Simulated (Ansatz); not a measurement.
**BH2 (boron dihydride) at 5 levels**

Aim: a comparison of 5 runs (UHF/def2-SVP, UB3LYP/6-31G*, UPBE0/def2-SVP, UMP2/aug-cc-pVDZ, UMP2/def2-TZVP) of BH2 (boron dihydride). 

The results are computed with Ansatz 0.2.0.

8 further runs of the same task are left out: 2 for a known fault of the program, 1 that didn't finish, 5 set aside as unsound or not needed. Runs told in other sessions of the task aren't counted.

### Step 1. The system as given

The species is BH2 (3 atoms), meant as a doublet with charge 0. SMILES: `[BH2]`. The coordinates come from a PBE0-D4/def2-TZVP relaxation.

Bond lengths: B1–H2 1.191 Å, B1–H3 1.191 Å. Angles: H2–B1–H3 129.4°.

### Step 2. Energy and forces at UHF/def2-SVP (run 1)

File molecule.yaml:

```yaml
crystal:
  periodic: [false, false, false]
  atoms:
    - {symbol: B, position_ang: [0.265070, -0.167660, 0.129730]}
    - {symbol: H, position_ang: [0.292070, 1.014920, 0.270850]}
    - {symbol: H, position_ang: [-0.557150, -0.847260, -0.400590]}
basis:
  gaussian: {orbitals: def2-SVP}
magnetization: {spin_polarized: true, initial_magnetization: 1}
hamiltonian: {xc: hf}
accuracy: high
output: {forces: true, orbitals: {seedname: orbitals}}
```

Command:

```sh
$ ansatz run molecule.yaml --threads 1 --pin off --max-ram 3480MiB --events-out events.jsonl --progress --plain --runs-dir runs
```

Output:

```text
Warning: RAYON_NUM_THREADS=1 ignored (pool sized by the plan → 1); use --threads N
Functional definition: HF
  name "HF"
  exchange = exact_x
  correlation = 0
475 factors; integrals over basis functions are off by at most 2.6e-9 eV
mean field evaluation 1: about -699.5163 eV, gradient 7.3e0 eV
mean field evaluation 2: about -699.5167 eV, gradient 7.3e0 eV
mean field evaluation 4: about -700.1680 eV, gradient 6.5e-1 eV
mean field evaluation 8: about -700.1773 eV, gradient 5.5e-3 eV
mean field evaluation 16: about -697.9910 eV, gradient 1.1e1 eV
mean field -700.17729983 eV, -25.7310411717 hartree, gradient 2.9e-8 eV, S^2 0.752741; 0 other end points of the search recorded, 0 dependent functions left out
the calculation of the forces begins
reference -700.17729983 eV, -25.7310411717 hartree; 4, 3 occupied and 20, 21 virtual orbitals, 475 factors
Total energy: -700.17729983 eV, -25.7310411717 hartree
Atom 0 at     0.265070    -0.167660     0.129730 Å, force     0.138822    -0.087805     0.067943 eV/Å
Atom 1 at     0.292070     1.014920     0.270850 Å, force    -0.058530     0.067762    -0.025368 eV/Å
Atom 2 at    -0.557150    -0.847260    -0.400590 Å, force    -0.080292     0.020043    -0.042574 eV/Å
Dipole moment:    -0.066292     0.041930    -0.032445 e Å
```

It took 0.16 s on 1 thread of Arm Neoverse V2, shared host.

### Step 3. Energy and gradient at UB3LYP/6-31G(d) (Cartesian functions) (run 2)

File input.yaml:

```yaml
crystal:
  periodic: [false, false, false]
  atoms:
    - {symbol: B, position_ang: [0.265070, -0.167660, 0.129730]}
    - {symbol: H, position_ang: [0.292070, 1.014920, 0.270850]}
    - {symbol: H, position_ang: [-0.557150, -0.847260, -0.400590]}
basis:
  gaussian:
    orbitals: "6-31G*"
accuracy: high
hamiltonian:
  xc: {name: B3LYP}
output: {forces: true, orbitals: {seedname: orbitals}}
magnetization:
  spin_polarized: true
  initial_magnetization: 1
```

Command:

```sh
$ ansatz run input.yaml --threads 1 --pin off --max-ram 3480MiB --events-out events.jsonl --progress --plain --runs-dir runs
```

Output (excerpt; [...] marks lines left out):

```text
Warning: RAYON_NUM_THREADS=1 ignored (pool sized by the plan → 1); use --threads N
Functional definition: B3LYP
  name "B3LYP"
[...]
346 factors; integrals over basis functions are off by at most 6.0e-9 eV
[...]
mean field -705.71857531 eV, -25.9346792895 hartree, gradient 6.5e-8 eV, S^2 0.750908; 1 other end points of the search recorded, 0 dependent functions left out
[...]
reference -705.71860076 eV, -25.9346802246 hartree; 4, 3 occupied and 15, 16 virtual orbitals, 346 factors
Total energy: -705.71860076 eV, -25.9346802246 hartree
Atom 0 at     0.265070    -0.167660     0.129730 Å, force     0.086923    -0.054979     0.042542 eV/Å
Atom 1 at     0.292070     1.014920     0.270850 Å, force    -0.044223     0.025821    -0.021873 eV/Å
Atom 2 at    -0.557150    -0.847260    -0.400590 Å, force    -0.042700     0.029158    -0.020669 eV/Å
Dipole moment:    -0.061895     0.039149    -0.030293 e Å
```

Wall time 0.78 s (1 thread of Arm Neoverse V2, shared host).

Runs 3 to 4 aren't shown in full; the table further down has their settings and results.

### Step 4. Energy and forces at UMP2/def2-TZVP (run 5)

File input.yaml:

```yaml
crystal:
  periodic: [false, false, false]
  atoms:
    - {symbol: B, position_ang: [0.265070, -0.167660, 0.129730]}
    - {symbol: H, position_ang: [0.292070, 1.014920, 0.270850]}
    - {symbol: H, position_ang: [-0.557150, -0.847260, -0.400590]}
basis:
  gaussian: {orbitals: def2-TZVP}
magnetization: {spin_polarized: true, initial_magnetization: 1}
correlation: {method: mp2, frozen_orbitals: {B: 1, H: 0}}
accuracy: high
output: {forces: true, orbitals: {seedname: orbitals}}
```

Command:

```sh
$ ansatz run input.yaml --threads 1 --pin off --max-ram 3480MiB --events-out events.jsonl --progress --plain --runs-dir runs
```

Output (excerpt; [...] marks lines left out):

```text
Warning: RAYON_NUM_THREADS=1 ignored (pool sized by the plan → 1); use --threads N
[... 2 set-up lines as earlier in the session ...]
[...]
659 factors; integrals over basis functions are off by at most 3.4e-9 eV
[...]
mean field -700.97756982 eV, -25.7604505511 hartree, gradient 1.7e-8 eV, S^2 0.753646; 2 other end points of the search recorded, 0 dependent functions left out
1 core orbitals not correlated: weight in the atoms' cores, before any rotation towards them, 1.000 or more for the frozen orbitals, at most 0.000 for the correlated occupied ones
reference -700.97756982 eV, -25.7604505511 hartree; 3, 2 occupied and 39, 40 virtual orbitals, 659 factors
second order -2.10900778 eV of doubles, -0.00000000 eV of singles
[...]
Total energy: -703.08657759 eV, -25.8379551573 hartree
Atom 0 at     0.265070    -0.167660     0.129730 Å, force    -0.051585     0.032628    -0.025247 eV/Å
Atom 1 at     0.292070     1.014920     0.270850 Å, force    -0.027942    -0.134144    -0.029862 eV/Å
Atom 2 at    -0.557150    -0.847260    -0.400590 Å, force     0.079527     0.101516     0.055109 eV/Å
Dipole moment:    -0.080173     0.050710    -0.039239 e Å
```

Run time: 0.49 s. Hardware: 1 thread of Arm Neoverse V2, shared host.

### Step 5. The series

```csv
run,level,Cartesian functions,frozen core orbitals,energy (Eh),dipole moment (D),HOMO energy (eV),LUMO energy (eV),wall time
1,UHF/def2-SVP,no,–,-25.731041,0.41,-9.46,1.45,0.16 s
2,UB3LYP/6-31G* (Cartesian functions),yes,–,-25.934680,0.38,-5.57,-2.04,0.78 s
3,UPBE0/def2-SVP,no,–,-25.865017,0.52,-6.14,-2.28,0.92 s
4,UMP2/aug-cc-pVDZ,no,1,-25.822436,0.48,-9.44,0.72,0.64 s
5,UMP2/def2-TZVP,no,1,-25.837955,0.49,-9.46,1.17,0.49 s
```

### Step 6. Summary of results

| quantity | value |
| --- | --- |
| run 5: total energy | -25.83796 Eh |
| run 5: dipole moment (correlated density) | 0.49 D |
| run 5: HOMO energy (Hartree–Fock orbitals) (highest over α and β) | -9.46 eV |
| run 5: LUMO energy (Hartree–Fock orbitals) (lowest over α and β) | 1.17 eV |
| run 5: correlation energy (1 core orbital frozen) | -77.5 mEh |
| run 5: ⟨S²⟩ of the reference determinant | 0.754 |
| run 5: largest force on an atom | 0.140 eV/Å |

In words: The dipole moment (its size) runs from 0.38 D (UB3LYP/6-31G*) to 0.52 D (UPBE0/def2-SVP). The two ends differ in method and basis. Totals of different functionals can't be ranked against each other. All runs together took 3 s, the longest 0.92 s.
